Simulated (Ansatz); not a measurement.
# C2H5O: the cost of one run

Computed with the Python package of Ansatz 0.2.0. Level of theory: Hartree-Fock/cc-pVDZ.

## (1) The structure

Bond lengths: C1–C2 1.443 Å, C2–O3 1.402 Å, C1–H4 1.029 Å, C1–H5 1.130 Å, C2–H6 1.102 Å, C2–H7 1.122 Å, O3–H8 0.991 Å. Angles: C1–C2–O3 105.6°, C1–C2–H6 112.8°, C1–C2–H7 111.1°, O3–C2–H6 109.5°, O3–C2–H7 109.6°, H6–C2–H7 108.2°, C2–C1–H4 121.5°, C2–C1–H5 120.2°, H4–C1–H5 114.9°, C2–O3–H8 106.3°.

No structure file is read: the coordinates are typed or built in the script.

## (2) The script

states.py reads:

```python
# -*- coding: utf-8 -*-
"""Does a wider search find a lower mean-field state of C2H5O?"""

import warnings

import ansatz as az
from ase import Atoms
import numpy as np

warnings.simplefilter("ignore", az.DeckWarning)

atoms = Atoms(["C", "C", "O", "H", "H", "H", "H", "H"], positions=[
    (-0.5438, 0.1442, -0.759),
    (0.2441, 0.2758, 0.4424),
    (0.397, -1.0267, 0.9389),
    (-1.3406, -0.5054, -0.8121),
    (-0.5529, 0.9732, -1.5273),
    (-0.2417, 0.9055, 1.2048),
    (1.2526, 0.7132, 0.2184),
    (0.8775, -1.5369, 0.2381),
])
system = az.Crystal.molecule_from_ase(atoms)
symbols = [site.symbol for site in system.cartesian_sites]

start = np.array([site.position_ang for site in system.cartesian_sites])
for factor in [1.0, 1.3]:
    xyz = (start - start.mean(axis=0)) * factor
    scaled = az.Crystal.molecule()
    for symbol, place in zip(symbols, xyz):
        scaled = scaled.atom(symbol, place.tolist())
    calculation = (
        scaled.calculation()
        .basis(gaussian="cc-pVDZ")
        .functional("hf")
        .accuracy("high")
        .spin("collinear", total=1)
    )
    for search in ("off", "standard"):
        try:
            summary = calculation.scf(lower_state_search=search).run().report
        except az.AnsatzError as error:
            print(f"x{factor} search {search}: {type(error).__name__}")
            continue
        state = summary["mean_field"]["state"]
        print(f"all distances x{factor}, search {search:8s} E = {summary['free_energy_ev']:.5f} eV  <S^2> = {abs(state['spin_squared']):.3f}  other states met: {len(summary['mean_field']['others'])}")
```

## (3) Launch

The run is started by

```bash
python states.py
```

What time and memory should one allow on 1 thread of AMD EPYC 9R45 (Zen 5), shared host?

About 4.5 s, with a peak of 0.26 GiB.
